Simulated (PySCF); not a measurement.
These 3 structures share the formula C2H3NO2. Computed with PBE0-D3(BJ)/def2-SVP geometry optimisation, gas phase (PySCF). One conformer each; no zero-point energy, no entropy. No frequencies were run at this level. Point groups hold within 0.08 Å.

Question: Rank from lowest to highest electronic energy at this level (kcal/mol).
A. `[H]/[N:1]=[CH:2]/[O:3][CH:4]=[O:5]` with N1–C2–O3–C4 3°, C2–O3–C4–O5 1°
B. `[H]/[N:1]=[CH:2]\[C:3](=[O:4])[OH:5]` with N1–C2–C3–O4 0°, C2–C3–O5–H 180°
C. `[O:1]=[CH:2][NH:3][CH:4]=[O:5]` with O1–C2–N3–C4 -1°, C2–N3–C4–O5 1°

Answer: C (0.0), B (7.3), A (19.1).

As drawn, the lowest has a C(=O)–N unit, which the highest lacks; the highest has a C=N bond and a C(=O)–O unit, which the lowest lacks.

```csv
SMILES,E (Eh),E rel (kcal/mol),dipole (D),point group,"A, B, C (MHz)"
O=CNC=O,-282.70187,0.0,5.46,C2v,"11426, 4434, 3194"
[H]/N=C\C(=O)O,-282.69031,7.3,2.38,Cs,"11358, 4391, 3167"
[H]/N=C/OC=O,-282.67145,19.1,3.24,–,"11551, 4658, 3320"
```

Question: As an exercise, what shares would exp(−E/RT) give at 2000 K from these electronic energies alone (no entropy, no degeneracies)?

Answer: RT = 3.974 kcal/mol: O=CNC=O 85.5 %, [H]/N=C\C(=O)O 13.8 %, [H]/N=C/OC=O 0.7 %.
